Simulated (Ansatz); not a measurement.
Geometry optimisation, Ansatz, RKS BHLYP-D4/def2-TZVP.

Input file:

```yaml
crystal:
  periodic: [false, false, false]
  atoms:
    - { symbol: B, position_ang: [-0.187317, 0.370964, -0.333967] }
    - { symbol: F, position_ang: [0.099411, 0.125122, 2.163951] }
    - { symbol: H, position_ang: [0.780558, -0.279405, -0.55061] }
    - { symbol: O, position_ang: [-1.420688, -0.07081, -0.614141] }
    - { symbol: H, position_ang: [-1.454184, -0.964014, -0.942585] }
    - { symbol: H, position_ang: [-0.109843, 1.488647, 0.073565] }
    - { symbol: H, position_ang: [0.037363, 0.989095, 1.861486] }
basis:
  gaussian: { orbitals: def2-TZVP }
hamiltonian:
  xc: { name: BHLYP }
  dispersion: d4
relax:
  f_tol: 0.03
  max_steps: 50
```

Run as:

```bash
$ ansatz run input.yaml --threads 4 --pin off --max-ram 5120MiB --backend cpu --events-out ev --progress --plain --runs-dir out
```

Problem. Where does it end, and by what steps?

Solution. The run converged. The force dipped under the threshold on the way, but the program's further checks kept it going. After 36 steps the energy has fallen by 0.295 eV; H3 moved furthest, 1.52 Å.

| step | energy less start (eV) | largest force component (eV/Å) | accepted |
| --- | --- | --- | --- |
| 0 | 0.0000 | 0.245 | yes |
| 2 | -0.0219 | 1.048 | no |
| 4 | -0.0331 | 0.220 | yes |
| 6 | -0.0355 | 0.203 | yes |
| 8 | -0.0374 | 0.043 | yes |
| 10 | -0.0379 | 0.037 | yes |
| 12 | -0.0384 | 0.042 | yes |
| 14 | -0.0389 | 0.023 | yes |
| 16 | -0.0401 | 0.114 | yes |
| 18 | -0.0410 | 0.255 | yes |
| 20 | -0.0491 | 0.147 | yes |
| 22 | -0.0482 | 0.219 | no |
| 24 | -0.0584 | 0.404 | yes |
| 26 | -0.0969 | 1.485 | yes |
| 28 | -0.2284 | 0.739 | yes |
| 30 | -0.2292 | 2.077 | no |
| 32 | -0.2892 | 0.483 | yes |
| 34 | -0.2916 | 0.213 | no |
| 36 | -0.2953 | 0.010 | yes |

```xyz
7
Properties=species:S:1:pos:R:3
B 0.161 0.431 -0.747
F -0.753 0.471 2.764
H 0.111 0.054 -1.870
O -0.683 -0.088 0.172
H -1.288 -0.749 -0.152
H 0.920 1.252 -0.367
H -0.723 0.289 1.857
```

Whether the end is a true minimum wasn't checked by a vibrational analysis.

Run time: 23 s on 4 threads of Arm Neoverse V2 (shared host), peak memory 0.18 GiB.
